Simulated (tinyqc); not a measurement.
Inside a calculation. Method: harmonic frequencies on the unrestricted B3LYP (VWN-RPA form)/sto-3g surface (energies and gradients from PySCF), for CH2, spin multiplicity 3. One step of it, computed by the program tinyqc.

Question. One row of the Hessian: 1Cy. Displace 1Cy by +/-0.01 bohr; H(k, :) = (g(+) - g(-)) / (2 delta).

optimised positions (bohr):
```
,x,y,z
1C,-0.002376,0.005558,0.193264
2H,0.002620,1.886231,1.073725
3H,0.024323,-1.816156,1.189654
```

gradient at +delta (hartree/bohr):
```
,x,y,z
1C,-0.00003784,0.00680064,-0.00008263
2H,-0.00000971,-0.00353225,-0.00168012
3H,0.00004743,-0.00327088,0.00176270
```

gradient at -delta (hartree/bohr):
```
,x,y,z
1C,0.00003945,-0.00680054,0.00019726
2H,0.00000940,0.00345757,0.00162383
3H,-0.00004893,0.00334041,-0.00182123
```

Give: row of the Hessian.

Answer.

row of the Hessian (hartree/bohr^2): 1Cx -0.003864, 1Cy 0.680059, 1Cz -0.013994, 2Hx -0.000955, 2Hy -0.349491, 2Hz -0.165198, 3Hx 0.004818, 3Hy -0.330565, 3Hz 0.179197
